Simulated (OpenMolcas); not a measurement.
# How basis sets differ on [AlH4]− (SMILES [AlH4-])

[AlH4]−: 5 atoms, total charge -1, spin state singlet. SMILES: `[AlH4-]`. Geometry: a GFN2-xTB relaxation, a rough one for these elements and not checked as a minimum.

Each level gives the HOMO–LUMO gap (eV). The values are calculated.

```tsv
level	kind	program	value (eV)	CPU time
HF/STO-3G	Hartree–Fock	OpenMolcas	23.42	1.4 s
HF/3-21G	Hartree–Fock	OpenMolcas	14.84	1.4 s
HF/def2-SVP	Hartree–Fock	OpenMolcas	14.88	1.6 s
HF/aug-cc-pVTZ (Cholesky decomposition)	Hartree–Fock	OpenMolcas	8.57	20 s
```

Sets without diffuse functions describe the anion poorly. The values span 8.57 to 23.42 eV. A Hartree–Fock LUMO above zero doesn't converge with the basis: it sinks as sets grow more diffuse. Orbital gaps aren't excitation energies. Times are those of the runs behind each value, whatever else they computed, on shared processors of several kinds: orders of magnitude only.
